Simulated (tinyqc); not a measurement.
Orbital energy against energy difference: ionisation energy by orbital energies and by energy differences in the 6-31g basis, for H2O, spin multiplicity 1. Computed by the program tinyqc with PySCF. The cation is unrestricted; errors are against CCSD(T) in this basis, not against experiment.

Geometry (angstrom):
```
atom       x        y       z
O     0.0000   0.0000  0.0000
H     0.0000   0.7000  0.6060
H     0.0000  -0.7590  0.6570
```

CCSD(T) difference in the same basis = 11.9225 eV

IP-EOM-CCSD = 11.6831 eV

First vertical ionisation energy (eV):
```
method     -e(HOMO)  E(cation) - E  error of -e(HOMO)  error of the difference
HF          13.7193      11.016911             1.7968                  -0.9056
LDA          6.3173      12.737464            -5.6052                   0.8150
PBE          6.2491      12.431876            -5.6734                   0.5094
PBE0         8.3741      12.373050            -3.5484                   0.4505
CAM-B3LYP    9.9026      12.475844            -2.0199                   0.5533
LC-wPBE     11.3295      12.505579            -0.5930                   0.5831
```

Estimate the missing row, method = B3LYP.

Computed row:
```
method  -e(HOMO)  E(cation) - E  error of -e(HOMO)  error of the difference
B3LYP     8.0134      12.490598            -3.9091                   0.5681
```

Koopmans errs by +1.80 eV and Delta-HF by -0.91 eV: relaxation, 2.70 eV, lowers the value and the missing correlation difference works against it. The PBE level is off by -5.7 eV through the wrong tail of its potential, though its energy difference is off by +0.51 eV; exact exchange deepens the level, and among the orbital energies LC-wPBE comes closest; among the differences PBE0 does.
